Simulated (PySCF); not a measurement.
# From one method to the next for SiO

Starting from one script, swap the method and compare what comes out for SiO.

The runs use PySCF 2.14.0; each script names its method and basis.

3 further runs of the same task are left out: 1 for a known fault of the program, 2 that didn't finish.

## (1) Where the work starts

SiO: 2 atoms, charge 0, spin multiplicity 1.

Bond lengths: Si1–O2 1.621 Å.

## (2) Base script

The input, input.py:

```python
from pyscf import gto, scf, cc

mol = gto.M(
    atom='Si 0 0 0; O 0 0 1.621',
    basis='crenbl',
    ecp={'Si': 'crenbl', 'O': 'crenbl'},
    charge=0,
    spin=0,
    verbose=4,
)
mf = scf.RHF(mol)
mf.kernel()
mycc = cc.CCSD(mf)
mycc.kernel()
mycc.ccsd_t()
mf.dip_moment()
print('orbital energies (hartree):', mf.mo_energy[..., max(0, mol.nelec[1]-3):mol.nelec[0]+3].round(4))
```

The run is started by

```sh
OMP_NUM_THREADS=1 python input.py
```

## (3) CASSCF

Variant 1 changes step after the SCF: ccsd(t) → casscf; active space: none → 4 electrons in 6 orbitals.

Edit input.py of step 2 so:

```diff
@@ -1,2 +1,2 @@
-from pyscf import gto, scf, cc
+from pyscf import gto, scf, mcscf
 
@@ -12,5 +12,5 @@
 mf.kernel()
-mycc = cc.CCSD(mf)
-mycc.kernel()
-mycc.ccsd_t()
+mc = mcscf.CASSCF(mf, 6, 4)
+mc.kernel()
+mc.analyze()
 mf.dip_moment()
```

## (4) EOM-EA

Variant 2 changes step after the SCF: ccsd(t) → eomea; number of roots: none → 4.

Edit input.py of step 2 so:

```diff
@@ -14,3 +14,4 @@
 mycc.kernel()
-mycc.ccsd_t()
+e = mycc.eaccsd(nroots=4)[0]
+print('roots (eV) =', (e*27.211386).round(3))
 mf.dip_moment()
```

## (5) Population analysis

Variant 3 changes step after the SCF: ccsd(t) → analyze.

Edit input.py of step 2 so:

```diff
@@ -1,2 +1,2 @@
-from pyscf import gto, scf, cc
+from pyscf import gto, scf
 
@@ -12,5 +12,3 @@
 mf.kernel()
-mycc = cc.CCSD(mf)
-mycc.kernel()
-mycc.ccsd_t()
+mf.mulliken_pop()
 mf.dip_moment()
```

## (6) TDHF

Variant 4 changes step after the SCF: ccsd(t) → tddft; number of roots: none → 8.

Edit input.py of step 2 so:

```diff
@@ -1,2 +1,2 @@
-from pyscf import gto, scf, cc
+from pyscf import gto, scf, tdscf
 
@@ -12,5 +12,6 @@
 mf.kernel()
-mycc = cc.CCSD(mf)
-mycc.kernel()
-mycc.ccsd_t()
+td = tdscf.TDHF(mf)
+td.nstates = 8
+td.kernel()
+td.analyze(verbose=3)
 mf.dip_moment()
```

## (7) Geometry optimisation

Variant 5 changes step after the SCF: ccsd(t) → optimize.

The input, input.py:

```python
from pyscf import gto, scf
from pyscf.geomopt.geometric_solver import optimize

mol = gto.M(
    atom='Si 0 0 0; O 0 0 1.621',
    basis='crenbl',
    ecp={'Si': 'crenbl', 'O': 'crenbl'},
    charge=0,
    spin=0,
    verbose=4,
)
mf = scf.RHF(mol)
mf.kernel()
mol_eq = optimize(mf, maxsteps=30)
print('optimised geometry (angstrom)')
print(mol_eq.tostring('raw'))
print('orbital energies (hartree):', mf.mo_energy[..., max(0, mol.nelec[1]-3):mol.nelec[0]+3].round(4))
```

What does the calculation give? Wanted: for each run, E(SCF); from base; gap; SCF dipole; after the SCF.

As calculated:

| run | E(SCF) (hartree) | from base (eV) | cycles | gap (eV) | SCF dipole (D) | after the SCF |
| --- | --- | --- | --- | --- | --- | --- |
| base | -19.412211 | 0 | 9 | 12.54 | 4.40 | CCSD(T) correlation -6.207 eV |
| CASSCF | -19.412211 | 0.0000 | 9 | 12.54 | 4.40 | CASSCF correlation -2.118 eV |
| EOM-EA | -19.412211 | 0.0000 | 9 | 12.54 | 4.40 | CCSD correlation -5.814 eV, first root 0.91 eV |
| population analysis | -19.412211 | 0.0000 | 9 | 12.54 | 4.40 | n/a |
| TDHF | -19.412211 | 0.0000 | 9 | 12.54 | 4.40 | lowest root found 4.21 eV |
| geometry optimisation | -19.412211 | 0.0000 | 9 | 12.54 | n/a | bond 1.536 Å, -0.179 eV |

SCF columns refer to the geometry typed in the script.

In words: Total energies from different bases, Hamiltonians or methods carry different errors, so properties are taken as differences within one set-up.
